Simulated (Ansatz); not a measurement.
Grey tin (α-Sn), treated with RPBE (PAW; Ansatz, an electronic-structure program).

Numerical settings: plane-wave cutoff 520 eV, 20×20×20 k mesh, Fermi–Dirac smearing 0.05 eV, perturbation theory, scalar-relativistic PAW data made under PBE.

Computed at the level's own relaxed cell.

```xyz
2
Lattice="0.0000 3.3659 3.3659 3.3659 0.0000 3.3659 3.3659 3.3659 0.0000" Properties=species:S:1:pos:R:3 pbc="T T T"
Sn     3.3659     3.3659     3.3659
Sn     5.0488     5.0488     5.0488
```

Harmonic phonon frequencies (cm⁻¹; i marks an imaginary mode):

```
q point            frequencies
-------  ---------------------
Γ            0 0 0 169 169 169
X                          ___
L        34 34 124 139 167 167
```

What belongs in the gaps?


- X, frequencies: 39 39 136 136 160 160

Measured, for comparison: zone-centre TO phonon frequency 200 cm⁻¹ (low temperature, zero-point motion not removed; as tabulated in Tanner et al. (2021), arXiv:2110.11888). Computed (rounded) less measured: zone-centre TO phonon frequency -16 %.

No imaginary mode appears at these points.

Note: the solid has no gap at this level, which affects its response.
